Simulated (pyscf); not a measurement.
A first-order saddle from PySCF, ωB97X-D3(BJ)/def2-SVP:

```xyz
8

Sb    -0.6434    -0.9811     0.5801
O     -1.1509     1.0617     0.2702
O      1.1914    -0.4488     0.1058
O     -1.2558    -1.5847    -1.1912
H     -2.0509     1.2452     0.5899
H      1.2182     0.4698    -0.1943
H     -0.8957    -1.0476    -1.9105
H     -0.9421     2.2722    -0.3668
```
Charge 0, spin multiplicity 2.

Surface: doublet, charge 0. Lowest wavenumbers (cm⁻¹): 1608i, 74, 112, 187, 197.

Task: Name the species on either side of this saddle.

Result: HO–Sb(OH)–OH + H• <-> HO–Sb•–OH + H₂O, a substitution at O read from left to right: O–Sb broken and H–O formed. At ωB97M-D3(BJ)/def2-TZVP it lies +11.4 kcal/mol from the left side and +42.4 kcal/mol from the right (each side as separated species at their lowest minima found). On the product side the descent ends in a bound adduct, 10.2 kcal/mol under the separated species and 51.3 kcal/mol under the saddle at ωB97X-D3(BJ)/def2-TZVP. At ωB97X-D3(BJ)/def2-TZVP the barrier from the zero used here is 13.8 kcal/mol. This is the saddle that the search found; another between the same sides may lie lower. The angle at the attacked O is 151°. Elements past Kr carry the def2 core potentials, without spin-orbit coupling.
